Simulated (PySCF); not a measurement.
## Computed and published core binding energies of `c1cc[nH]c1`

Measured values to reproduce (core binding energies): N 1s of N4 406.15 eV [1]; N 1s of N4 406.18 eV [2]. Sources and the comparison follow the method.

C₄H₅N.
Atom-mapped SMILES: `[cH:1]1[cH:2][cH:3][nH:4][cH:5]1`

Structure used (PBE0-D3(BJ)/def2-SVP), in Å, numbered top down from 1:
```
atom  x, y, z in Å
C1     0.0276   -1.1872    0.1388
C2    -1.1137   -0.3988   -0.1728
C3    -0.6976    0.9144   -0.2389
N4     0.6436    0.9394    0.0197
C5     1.0998   -0.3272    0.2519
H6     0.0613   -2.2673    0.2676
H7    -2.1305   -0.7532   -0.3309
H8    -1.2505    1.8267   -0.4511
H9     1.2136    1.7726    0.0392
H10    2.1465   -0.5197    0.4768
```

Computed, not measured: delta-SCF UKS SCAN, pcX-2 on the ionised atom, pcseg-1 elsewhere, spin-free X2C in PySCF 2.14.0. Vertical ΔSCF values, vacuum level as zero.

| atom | environment | level | this calculation (eV) | reference (eV) | difference (eV) | source |
| --- | --- | --- | --- | --- | --- | --- |
| N4 | pyrrole-type nitrogen | N 1s | 406.25 | 406.15 | +0.10 | [1] |
| N4 | pyrrole-type nitrogen | N 1s | 406.25 | 406.18 | +0.07 | [2] |

[1] measured, gas; Chong, Molecules 2021, 26, 1947 (electron spectra of vapor-phase indole and four azaindoles)
[2] measured, gas; CORE65 (Golze, Keller, Rinke, J. Phys. Chem. Lett. 2020, 11, 1840), as tabulated in Jana, Herbert, J. Chem. Phys. 2023, 158, 094111, SI

Question: How far is it from the measured entries?

Answer: Over the 2 different measured values (1 distinct line) the mean signed difference is +0.09 eV, the mean unsigned one 0.09 eV and the largest 0.10 eV. The calculation is vertical and has no vibrational structure, and measured positions depend on the energy calibration.

Question: What does the calculation give for the levels without a reference value here?

Answer: C1/C2 C 1s 289.82 eV; C3/C5 C 1s 290.69 eV.

Lowest listed C 1s: C1/C2, bonded to 2 C (aromatic in the SMILES) and H. Highest, 0.87 eV above it: C3/C5, bonded to N (aromatic in the SMILES), C (aromatic in the SMILES) and H. Summing the Pauling electronegativity differences to the bonded atoms, each weighted by its formal bond order, gives -0.35 for the lowest site and +0.39 for the highest.

Atoms equivalent by their bonding share one computed value, that of the first of them. Geometry: PBE0-D3(BJ)/def2-SVP; no solvent, vibrations or thermal averaging.

On Arm Neoverse V1, one thread, no GPU, shared host, this took 17 s wall and 0.41 GiB of memory at its peak.
